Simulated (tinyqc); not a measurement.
Worked calculation: geometry optimisation on the RHF/sto-3g surface (energies and gradients from PySCF), for CH+, spin multiplicity 1. Computed by tinyqc, a small Python program that keeps every step (integrals from PySCF). Settings: charge = 1, multiplicity = 1, basis = sto-3g, optimiser = bfgs, first Hessian = 0.6, largest step = 0.3, iteration cap = 30. Command: `OMP_NUM_THREADS=1 python tinyqc.py 23789 23790 out.jsonl` (the two numbers bound the seeds that draw the settings). One thread of a shared host (Intel(R) Xeon(R) Processor @ 2.60GHz), about 0.3 s of CPU time with the checks.

## Step 1: energy and gradient

positions at the start (bohr):
```
           x         y         z
1C  0.000000  0.000000  0.000000
2H  0.000000  0.000000  1.972874
```

Self-consistent energy and analytic gradient at these positions.

energy = -37.44037385 hartree

gradient (hartree/bohr):
```
             x           y            z
1C  0.00000000  0.00000000   0.13414779
2H  0.00000000  0.00000000  -0.13414779
```

## Step 1: move

Quasi-Newton step p = -H^(-1) g (first H = 0.6 times the unit matrix); steps longer than 0.3 bohr are cut back (factor 0.949 here).

positions after step 1 (bohr):
```
           x         y          z
1C  0.000000  0.000000  -0.212132
2H  0.000000  0.000000   2.185006
```

## Step 2: energy and gradient

As before.

energy = -37.45240630 hartree

gradient (hartree/bohr):
```
             x           y            z
1C  0.00000000  0.00000000  -0.04730293
2H  0.00000000  0.00000000   0.04730293
```

## Step 2: move

inverse Hessian in use (bohr^2/hartree):
```
          1         2         3         4         5         6
1  1.666667  0.000000  0.000000  0.000000  0.000000  0.000000
2  0.000000  1.666667  0.000000  0.000000  0.000000  0.000000
3  0.000000  0.000000  1.417878  0.000000  0.000000  0.248789
4  0.000000  0.000000  0.000000  1.666667  0.000000  0.000000
5  0.000000  0.000000  0.000000  0.000000  1.666667  0.000000
6  0.000000  0.000000  0.248789  0.000000  0.000000  1.417878
```

Quasi-Newton step p = -H^(-1) g (the inverse Hessian comes from BFGS updates; coordinates in the order x, y, z of each atom); steps longer than 0.3 bohr are cut back.

positions after step 2 (bohr):
```
           x         y          z
1C  0.000000  0.000000  -0.156831
2H  0.000000  0.000000   2.129705
```

## Step 3: energy and gradient

As before.

energy = -37.45599138 hartree

gradient (hartree/bohr):
```
             x           y            z
1C  0.00000000  0.00000000  -0.01610542
2H  0.00000000  0.00000000   0.01610542
```

## Step 3: move

inverse Hessian in use (bohr^2/hartree):
```
          1         2          3         4         5          6
1  1.666667  0.000000   0.000000  0.000000  0.000000   0.000000
2  0.000000  1.666667   0.000000  0.000000  0.000000   0.000000
3  0.000000  0.000000   1.719643  0.000000  0.000000  -0.052977
4  0.000000  0.000000   0.000000  1.666667  0.000000   0.000000
5  0.000000  0.000000   0.000000  0.000000  1.666667   0.000000
6  0.000000  0.000000  -0.052977  0.000000  0.000000   1.719643
```

As before.

positions after step 3 (bohr):
```
           x         y          z
1C  0.000000  0.000000  -0.128282
2H  0.000000  0.000000   2.101156
```

## Convergence

Stop when the largest gradient component is below 3e-5 hartree/bohr. The inverse Hessian follows the BFGS update with s = step, y = change of gradient.

Course of the optimisation:
```
step   E (hartree)  largest gradient (hartree/bohr)
1     -37.44037385                         1.34e-01
2     -37.45240630                         4.73e-02
3     -37.45599138                         1.61e-02
4     -37.45636090                         3.61e-03
5     -37.45637865                         2.05e-04
6     -37.45637871                         2.43e-06
```

Final distances (angstrom):
```
pair   distance
2H-1C  1.185007
```

Converged in 6 steps.
